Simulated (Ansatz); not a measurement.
Molecule: 1,1,2,2-tetrafluoroethene, C$_{2}$F$_{4}$ (charge 0, singlet). 
Coordinates optimised at B3LYP-D3(BJ)/def2-TZVP (Ansatz, a quantum-chemistry and plane-wave program):
```
C
F 1 1.3190
F 1 1.3190 2 113.18
C 1 1.3209 2 123.41 3 180.00
F 4 1.3190 1 123.41 2 -180.00
F 4 1.3190 5 113.18 1 180.00
```
Charge 0, spin multiplicity 1.

Basis-set convergence of Hartree-Fock and MP2 correlation energies (hartree) with Ansatz. Correlated levels leave the core frozen unless marked. No spin-orbit coupling. Non-relativistic.

| basis | functions | E(HF) | E(corr, MP2) |
|---|---|---|---|
| cc-pVDZ | - | -473.44115 | -0.98998 |
| cc-pVTZ | 180 | [?] | [?] |

Fill in the missing entries.


- cc-pVTZ, E(HF): -473.60219
- cc-pVTZ, E(corr, MP2): -1.29656
